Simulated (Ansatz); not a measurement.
CF⁺, quintet: reading a ladder of total energies

Geometry: that of the CF, quartet, kept fixed. The triplet lies 6.4 eV lower here.

```json
{"atom": "C", "x (Å)": "0.0000", "y (Å)": "0.0000", "z (Å)": "0.0000"}
{"atom": "F", "x (Å)": "0.0000", "y (Å)": "0.0000", "z (Å)": "1.3159"}
```

Basis cc-pVDZ; Ansatz 0.2.0. Only valence electrons are correlated (noble-gas cores frozen), which leaves 10 electrons in 26 orbitals. Prefix R: restricted or restricted open-shell reference; prefix U: unrestricted.

Full CI isn't at hand for all of this; UCCSDTQ serves as the reference, and is uncertain by about the last step of the cluster series.

Runs differ by some tens of microhartree through their thresholds and, for an open shell, their frozen cores, so steps under 0.03 kcal/mol mean nothing.

```tsv
level	total energy (hartree)
UHF	-136.547798
UMP2	-136.717443
UCCSD	-136.736029
UCCSD(T)	-136.738686
UCCSDT	-136.739067
UCCSDT(Q)	-136.739181
UCCSDTQ	-136.739183
```

Q: What is the correlation energy at UCCSDTQ, and what share of it do UMP2 and UCCSDT recover?

A: E(corr) = -136.739183 − (-136.547798) = -0.191385 hartree = -5.208 eV. UMP2: -0.169645 / -0.191385 = 88.64 %. UCCSDT: -0.191269 / -0.191385 = 99.94 %.

Q: By how many kcal/mol does UCCSD(T) miss UCCSDTQ (1 hartree = 627.509 kcal/mol), and which steps make up the rest?

A: -136.738686 − (-136.739183) = 0.000497 hartree = 0.31 kcal/mol. Steps: UCCSDT − UCCSD(T) = -0.24, UCCSDT(Q) − UCCSDT = -0.07, UCCSDTQ − UCCSDT(Q) = 0.00 kcal/mol. That is within 1 kcal/mol of the reference in this basis, which itself misses far more of the correlation at the basis-set limit.
